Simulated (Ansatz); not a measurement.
System: diamond-structure Ge. Method: HSE06 (PAW; Ansatz, a first-principles code).

Settings: plane-wave cutoff 460 eV, 8×8×8 k mesh, Fermi–Dirac smearing 0.01 eV, scalar-relativistic PAW data made under PBE.

On both sides of the equilibrium volume: at 22.273 Å³/atom the pressure is 2.37 GPa and the direct gap at Γ 1.018 eV; at 23.427 Å³/atom they are -1.39 GPa and 0.490 eV. The fitted bulk modulus is 72.5 GPa.

**Question.** Work out the volume deformation potential of this gap and its pressure coefficient, in two ways.

**Answer.** a_V = dE_g/d ln V = (0.490 − 1.018)/ln(23.427/22.273) = -10.45 eV. Since dP = −B d ln V, dE_g/dP = −a_V/B = 144 meV/GPa. Straight from the pressures: (1.018 − 0.490)/(2.37 − (-1.39)) = 140 meV/GPa. At this level and over this range the gap at Γ widens under pressure.

Spin–orbit coupling is not included.
